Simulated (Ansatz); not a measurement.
What a trial cell of Ta relaxes into

These are results of DFT r2SCAN, scalar-relativistic, plane waves, PAW (Ansatz 0.2.0), not measurements. Cutoff 500 eV, Γ-centred k mesh, Gaussian smearing, no spin polarisation in the final step.

The start puts Ta on the simple cubic structure type (Pm-3m, No. 221), at a guessed volume.

```
CELL_PARAMETERS angstrom
2.68508 0.00000 0.00000
0.00000 2.68508 0.00000
0.00000 0.00000 2.68508
ATOMIC_POSITIONS crystal
Ta 0.00000 0.00000 0.00000
```

Steps on the 6×6×6 mesh (1 atom). 5 of 5 steps are shown, and the free energy counts from the last. Trial steps that were taken back and renewals of the plane-wave basis can be among the rows.

```
step  ΔF (meV/atom) V (Å³/atom) P (GPa)
   1           32.6        19.36     9.78
   2           71.4        22.32   -11.36
   3            1.0        20.63    -1.12
   4            0.4        20.49    -0.09
   5            0.0        20.49    -0.08
```

A final relaxation ran on a 20×20×20 mesh. The relaxed crystal, Pm-3m (No. 221):

```
Ta
1.0
     2.72998    0.00000    0.00000
     0.00000    2.72998    0.00000
     0.00000    0.00000    2.72998
Ta
1
Direct
  0.00000 0.00000 0.00000
```

```
Volume per atom                    : 20.35 Å³
Density                            : 14.77 g/cm³
Energy over the standard structure : 1.20 eV/atom
Gap on the 20×20×20 mesh           : 0 eV (a metal)
```

Energies count from the standard state of Ta at the same level.

The final run used a 20×20×20 mesh on its 1-atom cell and 0.10 eV smearing. The k mesh leaves about 4 meV/atom of noise in metals. Spin–orbit coupling is left out.

Symmetry constrained the relaxation, so the result can be a saddle point.